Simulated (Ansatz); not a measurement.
Z-matrix (Å, degrees):
```
C
C 1 1.509
H 1 1.094 2 111.2
H 1 1.094 2 111.2 3 119.7
H 1 1.093 2 110.8 3 -120.2
C 2 1.498 1 121.9 3 150.6
C 2 1.498 1 121.9 3 89.7
H 2 1.093 1 113.3 3 -59.8
H 6 1.077 2 146.1 1 71.6
H 7 1.077 2 146.1 1 -71.6
```

The species carries charge 0 and has multiplicity 1.

Question: List the PBE0/def2-TZVPP orbital energies in eV (Ansatz 0.2.0). (Estimate.)

Answer: Ansatz gave: Occupied: -278.62, -278.51, -278.47, -277.61, -24.59, -19.91, -15.90, -15.81, -13.99, -12.16, -11.34, -10.63, -9.40, -7.94, -7.21. Lowest empty: 0.11, 1.88, 2.49, 2.53, 2.84, 3.55, 3.58, 4.21.
